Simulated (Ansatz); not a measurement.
Working through a rigid scan of one bond length of AlF2H, SMILES [F][AlH][F]

With Ansatz's Python interface.

Interactive session:
```pycon
>>> import warnings
>>> import ansatz as az
>>> import numpy as np
>>> SETTINGS = {
...     'basis_set': '6-31G*',
...     'functional': 'r2scan0',
... }
>>> GEOMETRY = '''
... F     0.02800   -1.08280    1.45400
... Al    0.02700    0.02410   -0.01030
... F    -1.34400   -0.02000   -1.22340
... H     1.34460    1.01840   -0.24060
... '''
>>> warnings.simplefilter('ignore', az.DeckWarning)
>>> alf2h = az.Crystal.molecule()
>>> for line in GEOMETRY.strip().splitlines():
...     symbol, *xyz = line.split()
...     alf2h = alf2h.atom(symbol, [float(v) for v in xyz])
...
>>> symbols = [site.symbol for site in alf2h.cartesian_sites]
>>> start = np.array([site.position_ang for site in alf2h.cartesian_sites])
>>> axis = (start[3] - start[1]) / np.linalg.norm(start[3] - start[1])
>>> moving = [3]
>>> lengths, energies = [1.467, 1.533, 1.6, 1.667, 1.733, 1.8, 1.867, 1.967], []
>>> for length in lengths:
...     xyz = start.copy()
...     xyz[moving] += (length - np.linalg.norm(start[3] - start[1])) * axis
...     point = az.Crystal.molecule()
...     for symbol, place in zip(symbols, xyz):
...         point = point.atom(symbol, place.tolist())
...     calc = point.calculation()
...     calc = calc.basis(gaussian=SETTINGS['basis_set'])
...     calc = calc.functional(SETTINGS['functional'])
...     summary = calc.run(threads=1).report
...     energies.append(summary['free_energy_ev'])
...     print(f'r = {length:6.3f} A  E = {energies[-1]:.5f} eV  <S^2> = {abs(summary["mean_field"]["state"]["spin_squared"]):.3f}')
...
r =  1.467 A  E = -12045.30863 eV  <S^2> = 0.000
r =  1.533 A  E = -12045.37525 eV  <S^2> = 0.000
r =  1.600 A  E = -12045.36583 eV  <S^2> = 0.000
r =  1.667 A  E = -12045.29670 eV  <S^2> = 0.000
r =  1.733 A  E = -12045.18411 eV  <S^2> = 0.000
r =  1.800 A  E = -12045.03587 eV  <S^2> = 0.000
r =  1.867 A  E = -12044.86241 eV  <S^2> = 0.000
r =  1.967 A  E = -12044.57182 eV  <S^2> = 0.000
>>> # quartic fit about the minimum
>>> fit = np.polynomial.Polynomial.fit(lengths, np.array(energies) - min(energies), 4).convert()
>>> roots = [r.real for r in fit.deriv().roots() if abs(r.imag) < 1e-9 and fit.deriv(2)(r.real) > 0]
>>> r_e = min(roots, key=lambda r: abs(r - lengths[int(np.argmin(energies))]))
>>> print(f'minimum of the fit at {r_e:.4f} A, force constant {fit.deriv(2)(r_e):.2f} eV/A^2')
minimum of the fit at 1.5571 A, force constant 15.69 eV/A^2
```

What to keep in mind:
- Total energies depend on the basis set; only differences at equal settings carry meaning.
- The rest of the molecule is held rigid at a force-field or estimated start geometry, and the basis set is modest; single-reference methods fail as a bond breaks.
- The orbitals are restricted, so S² is zero by construction.
- It ran for 15 s on 1 thread of Arm Neoverse V1, with other jobs on the host, peak memory 0.18 GiB.
